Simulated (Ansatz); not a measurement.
Geometry optimisation, Ansatz, RKS PBE-D4/def2-SVP.

Input file:

```yaml
crystal:
  periodic: [false, false, false]
  atoms:
    - { symbol: C, position_ang: [-1.2071, -0.2632, -0.6687] }
    - { symbol: "N", position_ang: [-0.2008, -0.8332, -0.2915] }
    - { symbol: Al, position_ang: [1.1808, 0.062, 0.6125] }
    - { symbol: H, position_ang: [-1.9585, -0.7575, -1.203] }
    - { symbol: H, position_ang: [-1.3891, 0.8376, -0.5188] }
    - { symbol: H, position_ang: [1.1022, 1.6394, 0.933] }
    - { symbol: H, position_ang: [2.5336, -0.7532, 1.0908] }
basis:
  gaussian: { orbitals: def2-SVP }
hamiltonian:
  xc: pbe
  dispersion: d4
relax:
  f_tol: 0.02
  max_steps: 40
output:
  orbitals: {}
```

Launched with:

```bash
$ ansatz run input.yaml --threads 1 --pin off --max-ram 2048MiB --backend cpu --events-out ev --progress --plain --runs-dir out
```

Q: Where does it end, and by what steps?

A: It converged. After 13 steps the energy has fallen by 0.735 eV; H5 moved furthest, 1.37 Å.

| step | energy less start (eV) | largest force component (eV/Å) | accepted |
| --- | --- | --- | --- |
| 0 | 0.0000 | 4.655 | yes |
| 1 | -0.2085 | 1.364 | yes |
| 2 | -0.0872 | 1.973 | no |
| 3 | -0.2889 | 0.510 | yes |
| 4 | -0.3011 | 0.160 | yes |
| 5 | -0.3069 | 0.251 | yes |
| 6 | -0.3418 | 0.552 | yes |
| 7 | -0.3674 | 1.073 | yes |
| 8 | -0.4764 | 0.865 | yes |
| 9 | -0.5821 | 0.720 | yes |
| 10 | -0.6800 | 0.466 | yes |
| 11 | -0.7227 | 0.206 | yes |
| 12 | -0.7347 | 0.021 | yes |
| 13 | -0.7349 | 0.011 | yes |

```xyz
7
Properties=species:S:1:pos:R:3
C -1.235 -0.195 -0.837
N -0.198 -0.043 -0.143
Al 1.263 0.177 0.832
H -2.067 -0.886 -0.544
H -1.405 0.351 -1.802
H 1.214 1.316 1.943
H 2.489 -0.787 0.505
```

Whether the end is a true minimum wasn't checked by a vibrational analysis.

Run time: 24 s on 1 thread of Arm Neoverse V1 (shared host), peak memory 0.13 GiB.
